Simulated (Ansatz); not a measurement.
A structure relaxed at PBE0-D4/def2-TZVP, charge 0, multiplicity 1:

Cartesian coordinates in Å:
```
C -0.4285 -1.1527 1.6658
S 0.3221 -1.6717 0.1179
C 0.3708 -0.1233 -0.8360
C -1.0136 0.4185 -1.1464
C 1.2713 0.9255 -0.2071
H 0.1784 -0.4118 2.1879
H -1.4408 -0.7719 1.5237
H -0.4840 -2.0480 2.2861
H 0.8305 -0.4640 -1.7701
H -0.9418 1.2801 -1.8170
H -1.5185 0.7565 -0.2378
H -1.6373 -0.3399 -1.6213
H 2.2681 0.5266 -0.0148
H 1.3647 1.7912 -0.8697
H 0.8585 1.2851 0.7389
```

Q: Give its formula and SMILES.

A: C4H10S, `CSC(C)C`.

Q: Point group (tolerance 0.08 Å, 0.16 Å for H)?

A: Cs.

Q: Summarise the bond lengths by kind.

A: 2 × C–S 1.797 to 1.819 Å; 10 × C–H 1.091 to 1.095 Å; 2 × C–C 1.519 Å.

All numbers were calculated with Ansatz.
